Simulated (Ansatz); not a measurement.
**AlHF (SMILES [F][AlH]): the vertical ionisation energy from total energies**

AlHF: 3 atoms, total charge 0, spin state doublet. As SMILES, `[F][AlH]`. Geometry: relaxed at PBE0-D4/def2-TZVP.

```xyz
3

F     0.9071    0.8932    0.5856
Al   -0.4325    0.3180   -0.1995
H    -0.4854   -1.2761   -0.3993
```

Both states at this one shape; open shells run unrestricted unless said. 1 Eh = 27.2114 eV.

| level | program | doublet AlHF (Eh) | singlet AlHF+ (Eh) |
| --- | --- | --- | --- |
| UHSE06/STO-3G | Ansatz | -338.237636 | -338.068594 |
| UMP2/STO-3G, 6 core orbitals frozen | Ansatz | -337.626573 | -337.486466 |

Q: Work out the vertical ionisation energy at each level.

A: 
1. UHSE06/STO-3G: -338.068594 − (-338.237636) = 0.169042 Eh = 4.60 eV.
2. UMP2/STO-3G: -337.486466 − (-337.626573) = 0.140107 Eh = 3.81 eV.

No measured value is set beside it here; the levels span 3.81 to 4.60 eV. Minimal sets are far from the basis-set limit.
